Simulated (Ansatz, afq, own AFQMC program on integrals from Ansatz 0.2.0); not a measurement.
Integrals from Ansatz 0.2.0, then the random walk in our own AFQMC program (afq).

```yaml
crystal:
  periodic: [false, false, false]
  atoms:
    - {symbol: Al, position_ang: [0.000000, -0.021076, 0.664322]}
    - {symbol: N, position_ang: [0.000000, 0.038158, -0.948564]}
    - {symbol: H, position_ang: [0.000000, 0.096278, 2.218682]}
    - {symbol: H, position_ang: [0.000000, -0.113360, -1.934441]}
basis:
  gaussian: {orbitals: cc-pVDZ}
magnetization: {spin_polarized: false}
correlation: {method: ccsd_t, electrons: outside_noble_gas, hamiltonian_folder: ham}
```

```sh
$ ansatz run in.yaml --threads 1 --pin off --events-out ev --progress --plain --max-ram 1382MiB
```

afq runs on the folder ham with

```
--method free --trial cisd --walkers 70 --time-step 0.03 --max-blocks 80 --target-error 0.00038 --factor-cut 1e-05 --seed 6086 --times 0,0.21,0.42,0.81,1.2,1.8,2.4,3 --taylor-order 8
```

Times are imaginary, in 1/Eh. The walk had a cap of 536 s.

Log:

```
orbitals 36  electrons 5 5  factors 265 of 404
reference energy -297.46009485 Eh
CCSD correlation -0.25686230 Eh in 12 cycles, weight of the determinant in the CISD state 0.8729
repeat  energy at the last time / Eh  error
    10  -297.729109  0.001830
    20  -297.729631  0.001605
    30  -297.730892  0.001475
    40  -297.731066  0.001283
    50  -297.731277  0.001110
    60  -297.729746  0.001150
    70  -297.729618  0.001022
    80  -297.729180  0.000914
time / (1/Eh)  energy / Eh  error  mean overlap
  0.00  -297.716724  0.000561  1.1459
  0.21  -297.721811  0.000492  1.1475
  0.42  -297.724602  0.000535  1.1411
  0.81  -297.727243  0.000602  1.1384
  1.20  -297.728065  0.000488  1.1334
  1.80  -297.727765  0.000662  1.1485
  2.40  -297.728853  0.000678  1.1318
  3.00  -297.729180  0.000914  1.1461
energy -297.729180 +/- 0.000914 Eh
```

The run passed its tests (error under three times the target), which doesn't prove that it has relaxed.

Against this walk (error 24.9 meV) on the same determinant: CCSD(T) 41.8 meV higher (within the noise), CCSDT(Q) 20.0 meV lower (within the noise), the released energy of a separate walk with a CISD trial 10.2 ± 37.6 meV higher (within the noise). The error is statistical, and a free projection of finite length keeps a remainder of its start.

Cautions: remainder of the start not in the error; error above the target (24.9 against 10.3 meV); higher spins were not checked; raised T1 diagnostic (T1 0.030, weight of the determinant 0.87, largest double 0.07).

The walk took 87 s on 1 thread of Arm Neoverse V2, with other jobs on the host. The log's last line is the free-projection energy.

CCSDT and higher add their correlation energy to the determinant of the CCSD(T) run, since their own runs factorise the integrals more tightly (a shift of under 2 meV). A walk keeps the symmetry of its determinant, which the program's search chose and which needn't be the lowest solution, so a lower state of the same spin and another symmetry isn't excluded.
